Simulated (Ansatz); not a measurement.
**C2H5Al: ionisation energy by level of theory**

How much energy removes an electron from C2H5Al at fixed geometry? The cation is run at each level and the neutral's energy taken from earlier runs.

Method: unrestricted cation, the program's frozen cores in correlated methods; program: Ansatz 0.2.0, Gaussian basis.

The runs, in order: UKS PBE-D4/def2-TZVPP; UKS r2SCAN-D4/def2-TZVPP; UKS PBE0-D4/def2-TZVPP; UKS B3LYP-D4/def2-TZVPP; UKS wB97X-V/def2-TZVPP; UKS wB97M-V/def2-TZVPP; UKS B2PLYP/def2-TZVPP; UHF-CCSD(T)/def2-TZVPP; UHF-MP2/def2-QZVPP; extrapolation to the limit; then −ε(HOMO) from the neutral's earlier runs with LDA (SPW92), PBE-D4, revPBE-D4, BLYP-D4, r2SCAN-D4, B97M-V, PBE0-D4, B3LYP-D4, r2SCANh-D4, r2SCAN0-D4, HSE06-D4, BHLYP-D4, CAM-B3LYP-D4, LC-ωPBE, ωB97X-V, ωB97M-V.

**1. The relaxed structure**

All runs share one geometry, relaxed beforehand with PBE0-D4 in a triple-zeta def2 set.

8 atoms, charge 0, spin multiplicity 1.

Atoms are counted from 1 here; the program's logs count them from 0.

Bond lengths: C1–C2 1.585 Å, C1–Al3 1.905 Å, C1–H4 1.089 Å, C1–H5 1.089 Å, C2–Al3 1.905 Å, C2–H6 1.089 Å, C2–H7 1.089 Å, Al3–H8 1.574 Å. Angles: C2–C1–Al3 65.4°, C2–C1–H4 114.8°, C2–C1–H5 114.7°, Al3–C1–H4 122.1°, Al3–C1–H5 122.0°, H4–C1–H5 110.0°, C1–C2–Al3 65.4°, C1–C2–H6 114.7°, C1–C2–H7 114.7°, Al3–C2–H6 122.1°, Al3–C2–H7 122.1°, H6–C2–H7 110.0°, C1–Al3–C2 49.1°, C1–Al3–H8 155.4°, C2–Al3–H8 155.4°.

Coordinates:

```
C    -0.72048    0.21495   -0.47152
C     0.76237    0.47907    0.02070
Al   -0.01826   -1.12750    0.68387
H    -0.82388    0.05898   -1.54418
H    -1.45091    0.94672   -0.13006
H     0.88491    1.36317    0.64436
H     1.51223    0.47411   -0.76880
H    -0.05398   -2.46660    1.50982
```

**2. Cation, UKS PBE-D4/def2-TZVPP**

in.yaml reads:

```yaml
crystal:
  periodic: [false, false, false]
  atoms:
    - {symbol: C, position_ang: [-0.720477, 0.214947, -0.471521]}
    - {symbol: C, position_ang: [0.762368, 0.479068, 0.020700]}
    - {symbol: Al, position_ang: [-0.018256, -1.127499, 0.683874]}
    - {symbol: H, position_ang: [-0.823882, 0.058983, -1.544175]}
    - {symbol: H, position_ang: [-1.450912, 0.946724, -0.130058]}
    - {symbol: H, position_ang: [0.884912, 1.363170, 0.644356]}
    - {symbol: H, position_ang: [1.512230, 0.474108, -0.768801]}
    - {symbol: H, position_ang: [-0.053984, -2.466603, 1.509824]}
basis:
  gaussian: {orbitals: def2-TZVPP}
total_charge: 1
magnetization: {spin_polarized: true, initial_magnetization: 1}
hamiltonian: {xc: pbe, dispersion: d4}
```

Command:

```
$ ansatz run in.yaml --threads 2 --pin off --events-out ev --progress --plain --max-ram 4352MiB
```

Further steps of the session: Cation, UKS r2SCAN-D4/def2-TZVPP; Cation, UKS PBE0-D4/def2-TZVPP; Cation, UKS B3LYP-D4/def2-TZVPP; Cation, UKS wB97X-V/def2-TZVPP; Cation, UKS wB97M-V/def2-TZVPP; Cation, UKS B2PLYP (frozen core)/def2-TZVPP; Cation, UHF-CCSD(T)/def2-TZVPP; Cation, UHF-MP2/def2-QZVPP.

Q: Predict the results of all the runs planned. Wanted: ionisation energy, CCSD(T)/CBS; nearest functional by difference; nearest −ε(HOMO); −ε(HOMO) of PBE; T1 of the cation.

The runs gave:

| quantity | value |
| --- | --- |
| ionisation energy, CCSD(T)/CBS | 8.18 eV |
| nearest functional by difference | ωB97M-V (-0.13 eV) |
| nearest −ε(HOMO) | ωB97X-V (-0.05 eV) |
| −ε(HOMO) of PBE | 4.75 eV |
| T1 of the cation | 0.014 |

Energy differences with functionals land within 0.26 eV of the reference. The PBE orbital energy is 3.4 eV too small: a semilocal HOMO is no ionisation energy. Among orbital estimates ωB97X-V comes nearest. Hartree-Fock falls 1.09 eV short, as the neutral has more correlation energy than the cation.
